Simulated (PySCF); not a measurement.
## A small calculation by hand: refractive index and permittivity of the vapour

dimethyl ether (C₂H₆O), SMILES COC.

Coordinates come from a B3LYP-D3(BJ)/def2-TZVP optimisation.

PBE/def2-TZVPD in PySCF gives a mean static polarisability of 35.6 bohr³ and a dipole moment of 1.15 D. Take an ideal gas at 298.15 K and 0.01 bar, whether or not the substance is that volatile.

### Question
Work out n − 1 in the optical limit and the static ε − 1.

### Answer

Polarisability volume α' = 35.6 × 0.148185 = 5.28 Å³. Number density N = p/kT = 2.43e-7 Å⁻³.
Dilute limit of Lorentz–Lorenz: n − 1 = 2π N α' = 8.1e-6.
Orientation term of Debye: μ²/(3kT) = 8.098 Å³ × μ²(D²) = 10.71 Å³.
ε − 1 = 4π N (α' + μ²/3kT) = 4.9e-5. Orientation of the dipole supplies 67 % of the static response; it can't follow optical fields. Vibrational polarisation and dispersion are left out.
